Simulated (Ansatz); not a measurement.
Process, species as SMILES: N#N (N2) + H+ → N#[NH+]
B3LYP-D3(BJ)/def2-TZVP geometries, fixed; electronic energies without zero-point terms; positive where energy is released.

Basis-set convergence of the proton affinity at PBE with Ansatz (a first-principles code). Cartesian d functions, on some or all atoms, in 6-31+G*; all else is spherical. The program fits the integrals of some runs and decomposes those of others, by size. No added dispersion term, no relativity. Functions are those of the species that has most. Reference: the value in pcseg-4, 124.30 kcal/mol, itself unsure by roughly 0.12 kcal/mol (its mean distance from aug-pcseg-3, aug-cc-pVQZ, cc-pV5Z).

```csv
basis,functions,proton affinity (kcal/mol)
3-21G,20,131.33
pcseg-0,20,120.50
def2-SV(P),30,?
cc-pVDZ,33,?
pcseg-1,33,?
6-31+G*,40,120.71
6-311+G**,50,123.34
def2-TZVP,68,124.18
def2-TZVPD,83,?
def2-TZVPPD,91,124.29
"6-311++G(3df,3pd)",96,123.95
aug-cc-pVTZ,115,124.06
aug-cc-pVQZ,206,124.26
```

Task: Some entries are withheld; supply them.

Result: 
- def2-SV(P), proton affinity (kcal/mol): 122.18
- cc-pVDZ, proton affinity (kcal/mol): 126.75
- pcseg-1, proton affinity (kcal/mol): 122.87
- def2-TZVPD, proton affinity (kcal/mol): 123.88
